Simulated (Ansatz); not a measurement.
Basis-set extrapolation for C3H8S, SMILES `CCSC` (PBE0-D4/def2-TZVP geometry, frozen core, Ansatz). Multiplicity 1, RHF reference.

|  | def2-TZVPP | def2-QZVPP |
| --- | --- | --- |
| HF | -515.847341 | -515.864623 |
| MP2 correlation | -0.713359 | -0.762797 |
| CCSD(T) correlation | -0.797080 | not run |

Energies in hartree. Use E(X) = E(∞) + A·exp(−7.88·√X) for Hartree–Fock and E(X) = E(∞) + B·X^(−2.97) for correlation, with X = 3 and 4, and add CCSD(T) minus MP2 of the smaller set to the MP2 limit.

Problem. What is the CCSD(T) energy at the basis-set limit?

Solution. HF limit: -515.864623 + (-0.017282) × 0.13774 = -515.86700. MP2 limit: -0.762797 + (-0.049438) × 0.74074 = -0.79942. Higher-order term: -0.797080 − (-0.713359) = -0.08372. Total: -516.75014 hartree, 277.6 kJ/mol below CCSD(T)/def2-TZVPP.
